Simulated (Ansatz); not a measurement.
`CN1CSC1` → 3 C• + 7 H• + N• + S•  (atomization)

Isolated molecules relaxed with PBE0-D4/def2-TZVP in Ansatz; ΔE leaves out vibrations. CBS: MP2 limit from def2 TZ/QZ plus the TZ coupled-cluster correction, frozen cores. This one scheme is used for every species, atoms too. Functionals use def2-TZVPP. Open shells (•) are unrestricted, without spin–orbit coupling. Spin–orbit coupling would lower the free atoms: a little for C, S.

```csv
level,ΔE (eV)
B2PLYP,46.05
PBE0,46.86
SCS-MP2/def2-TZVPP,45.83
CCSD/CBS(def2),45.75
```

**Question.** What does CCSD(T)/CBS give? (An estimate is asked.)

**Answer.** Ansatz gave: +46.53 eV. The listed levels differ from it by -0.48, 0.33, -0.70, -0.78 eV.

Largest T1 diagnostic among the species: 0.010.

The D4 term adds +0.43 eV with B3LYP and +0.22 eV with PBE0; it sums over pairs of atoms, weighted by their polarisabilities, and B3LYP, whose exchange is more repulsive, gets the larger term. In def2-TZVPP, CCSD(T) changes the Hartree–Fock value by +12.49 eV (the triples alone add +0.79 eV) and MP2 by +13.19 eV; breaking electron pairs costs correlation energy, which Hartree–Fock lacks.

B3LYP here is the variant with VWN-RPA as its local correlation; programs differ in this.

For atomizations the MP2-based limit and the directly extrapolated one differ by several kJ/mol either way, and by 10 to 25 for some Ge, Se and Sn compounds, so smaller differences from it don't rank the levels.
